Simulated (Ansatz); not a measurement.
**BH₆NSi: taking an electron away**

One table from this session's results is given with a row withheld; the runs are named, their logs left out.

Method: unrestricted cation, the program's frozen cores in correlated methods; program: Ansatz 0.2.0, Gaussian basis.

The runs, in order: UKS PBE-D4/def2-TZVPP; UKS r2SCAN-D4/def2-TZVPP; UKS PBE0-D4/def2-TZVPP; UKS B3LYP-D4/def2-TZVPP; UKS wB97X-V/def2-TZVPP; UKS wB97M-V/def2-TZVPP; UKS B2PLYP/def2-TZVPP; UHF-MP2/def2-TZVPP; UHF-MP2/def2-QZVPP; then −ε(HOMO) from the neutral's earlier runs with LDA (SPW92), PBE-D4, revPBE-D4, BLYP-D4, r2SCAN-D4, B97M-V, PBE0-D4, B3LYP-D4, r2SCANh-D4, r2SCAN0-D4, HSE06-D4, BHLYP-D4, CAM-B3LYP-D4, LC-ωPBE, ωB97X-V, ωB97M-V.

1 further run of the same task is left out (it didn't finish).

### Structure used throughout

All runs share one geometry, relaxed beforehand with PBE0-D4 in a triple-zeta def2 set.

SMILES `B[SiH2]N`, 9 atoms, charge 0, spin multiplicity 1.

Atoms are counted from 1 here; the program's logs count them from 0.

Bond lengths: B1–Si2 2.002 Å, B1–H4 1.197 Å, B1–H5 1.197 Å, Si2–N3 1.724 Å, Si2–H6 1.506 Å, Si2–H7 1.490 Å, N3–H8 1.007 Å, N3–H9 1.007 Å. Angles: Si2–B1–H4 122.8°, Si2–B1–H5 120.1°, H4–B1–H5 117.0°, B1–Si2–N3 111.8°, B1–Si2–H6 104.1°, B1–Si2–H7 112.7°, N3–Si2–H6 115.5°, N3–Si2–H7 107.5°, H6–Si2–H7 105.2°, Si2–N3–H8 120.4°, Si2–N3–H9 119.2°, H8–N3–H9 110.8°.

As a file:

```mol
BH6NSi
  3D, bonds by distance, orders not assigned

  9  8  0  0  0  0  0  0  0  0999 V2000
   -1.0273    0.7353   -1.0348 B   0  0
    0.5964    0.2061    0.0100 Si  0  0
    0.3331   -1.2388    0.9136 N   0  0
   -2.1233    0.3236   -0.7839 H   0  0
   -0.9386    1.5402   -1.9161 H   0  0
    0.9233    1.4295    0.8253 H   0  0
    1.7887   -0.0176   -0.8555 H   0  0
    1.0843   -1.6541    1.4410 H   0  0
   -0.5482   -1.3704    1.3832 H   0  0
  1  2  8  0
  2  3  8  0
  1  4  8  0
  1  5  8  0
  2  6  8  0
  2  7  8  0
  3  8  8  0
  3  9  8  0
M  END
```

The first run:

Input file in.yaml:

```yaml
crystal:
  periodic: [false, false, false]
  atoms:
    - {symbol: B, position_ang: [-1.027291, 0.735327, -1.034808]}
    - {symbol: Si, position_ang: [0.596442, 0.206103, 0.010026]}
    - {symbol: N, position_ang: [0.333141, -1.238843, 0.913609]}
    - {symbol: H, position_ang: [-2.123299, 0.323577, -0.783871]}
    - {symbol: H, position_ang: [-0.938577, 1.540222, -1.916108]}
    - {symbol: H, position_ang: [0.923284, 1.429465, 0.825298]}
    - {symbol: H, position_ang: [1.788681, -0.017606, -0.855492]}
    - {symbol: H, position_ang: [1.084251, -1.654114, 1.441044]}
    - {symbol: H, position_ang: [-0.548231, -1.370432, 1.383201]}
basis:
  gaussian: {orbitals: def2-TZVPP}
total_charge: 1
magnetization: {spin_polarized: true, initial_magnetization: 1}
hamiltonian: {xc: pbe, dispersion: d4}
```

Run with:

```
> ansatz run in.yaml --threads 2 --pin off --events-out ev --progress --plain --max-ram 4352MiB
```

Steps of the session up to this table: Cation, UKS PBE-D4/def2-TZVPP; Cation, UKS r2SCAN-D4/def2-TZVPP; Cation, UKS PBE0-D4/def2-TZVPP; Cation, UKS B3LYP-D4/def2-TZVPP; Cation, UKS wB97X-V/def2-TZVPP; Cation, UKS wB97M-V/def2-TZVPP; Cation, UKS B2PLYP (frozen core)/def2-TZVPP; Cation, UHF-MP2/def2-TZVPP; Cation, UHF-MP2/def2-QZVPP.

One of the session's tables, all rows but one given; the rest of the session is left out.

Orbital estimates, from the neutral's runs:

| functional | −ε(HOMO) (eV) |
| --- | --- |
| LDA (SPW92) | 6.00 |
| PBE-D4 | 5.89 |
| revPBE-D4 | ? |
| BLYP-D4 | 5.78 |
| r2SCAN-D4 | 6.18 |
| B97M-V | 6.31 |
| PBE0-D4 | 7.26 |
| B3LYP-D4 | 7.04 |
| r2SCANh-D4 | 6.69 |
| r2SCAN0-D4 | 7.46 |
| HSE06-D4 | 6.86 |
| BHLYP-D4 | 8.56 |
| CAM-B3LYP-D4 | 8.67 |
| LC-ωPBE | 10.05 |
| ωB97X-V | 9.69 |
| ωB97M-V | 9.58 |

Q: Estimate the row for revPBE-D4 from the others.

**Answer.** −ε(HOMO) (eV): 5.84. In the column «−ε(HOMO) (eV)» it lies between BLYP-D4 (5.78) and PBE-D4 (5.89).

To keep in mind: The cation may have settled in a state other than its lowest; no search over hole states beyond the program's own was made.
